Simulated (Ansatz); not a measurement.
Geometry optimisation, RKS B3LYP-D4/def2-SVP in Ansatz 0.2.0.

input.yaml

```yaml
crystal:
  periodic: [false, false, false]
  atoms:
    - { symbol: C, position_ang: [-0.53625, 0.61002, -0.3959] }
    - { symbol: C, position_ang: [0.28638, -0.32127, 0.2183] }
    - { symbol: "N", position_ang: [0.96355, -1.09876, 0.72365] }
    - { symbol: H, position_ang: [-0.11515, 1.61591, -0.29121] }
    - { symbol: H, position_ang: [-1.53215, 0.59521, 0.05981] }
    - { symbol: H, position_ang: [-0.63214, 0.37702, -1.46225] }
    - { symbol: H, position_ang: [1.56577, -1.77814, 1.1476] }
total_charge: 1
basis:
  gaussian: { orbitals: def2-SVP }
hamiltonian:
  xc: b3lyp
  dispersion: d4
relax:
  f_tol: 0.02
  max_steps: 40
```

Run as:

```bash
$ ansatz run input.yaml --threads 1 --pin off --max-ram 2048MiB --backend cpu --events-out ev --progress --plain --runs-dir out
```

Question: Where does it end, and by what steps?

Answer: The forces met the threshold. Limits of this set-up: the dipole of an ion depends on the origin. After 4 steps the energy has fallen by 0.060 eV; H7 moved furthest, 0.04 Å.

```json
{"step": "0", "energy less start (eV)": "0.0000", "largest force component (eV/Å)": "1.298", "accepted": "yes"}
{"step": "1", "energy less start (eV)": "-0.0499", "largest force component (eV/Å)": "0.552", "accepted": "yes"}
{"step": "2", "energy less start (eV)": "-0.0596", "largest force component (eV/Å)": "0.116", "accepted": "yes"}
{"step": "3", "energy less start (eV)": "-0.0601", "largest force component (eV/Å)": "0.057", "accepted": "yes"}
{"step": "4", "energy less start (eV)": "-0.0601", "largest force component (eV/Å)": "0.003", "accepted": "yes"}
```

```xyz
7
Properties=species:S:1:pos:R:3
C -0.555 0.630 -0.411
C 0.299 -0.339 0.221
N 0.980 -1.113 0.727
H -0.113 1.634 -0.291
H -1.551 0.600 0.064
H -0.645 0.387 -1.484
H 1.585 -1.800 1.174
```

Run time: 6.8 s on 1 CPU thread of a shared host.
